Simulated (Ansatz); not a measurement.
**BeNH2 (sextet): from Hartree-Fock to the top rungs, def2-QZVPP**

The task here is to estimate one member of a computed series from the others.

Computed with Ansatz 0.2.0, Gaussian basis. Level: def2-QZVPP, core rule «outside noble gas», up to 2 orbitals frozen.

Plan: UHF; ROHF; CCSD(T) on UHF.

## What is computed

The geometry is a PBE0/def2-TZVP stationary point (not a proven minimum) of the parent state, kept for this charge and spin.

4 atoms, charge 0, spin multiplicity 6.

Atoms are counted from 1 here; the program's logs count them from 0.

Bond lengths: N1–Be2 1.674 Å, N1–H3 1.024 Å, Be2–H4 1.461 Å. Angles: Be2–N1–H3 130.3°, N1–Be2–H4 80.9°.

The first run:

File in.yaml:

```yaml
crystal:
  periodic: [false, false, false]
  atoms:
    - {symbol: N, position_ang: [0.000000, -0.063984, 0.637289]}
    - {symbol: Be, position_ang: [0.000000, -0.131246, -1.035629]}
    - {symbol: H, position_ang: [0.000000, 0.743116, 1.267285]}
    - {symbol: H, position_ang: [0.000000, 1.319522, -0.863531]}
basis:
  gaussian: {orbitals: "def2-QZVPP.json"}
magnetization: {spin_polarized: true, initial_magnetization: 5}
hamiltonian: {xc: hf}
output: {orbitals: {seedname: orbitals}}
```

Started as:

```
> ansatz run in.yaml --threads 1 --pin off --events-out ev --progress --plain --max-ram 2393MiB
```

Among the steps run: UHF; ROHF; CCSD(T) on UHF.

One of the session's tables, all rows but one given; the rest of the session is left out.

| method | from UCCSD(T) (kJ/mol) |
| --- | --- |
| ROHF | +515.4 |
| UHF | +495.8 |
| UMP2 | ? |
| UCCSD | +13.8 |
| UCCSD(T) | 0 |

**Question.** Estimate the row for UMP2.

As computed: from UCCSD(T) (kJ/mol): +71.6. In the column «from UCCSD(T) (kJ/mol)» it lies between UCCSD (+13.8) and UHF (+495.8).
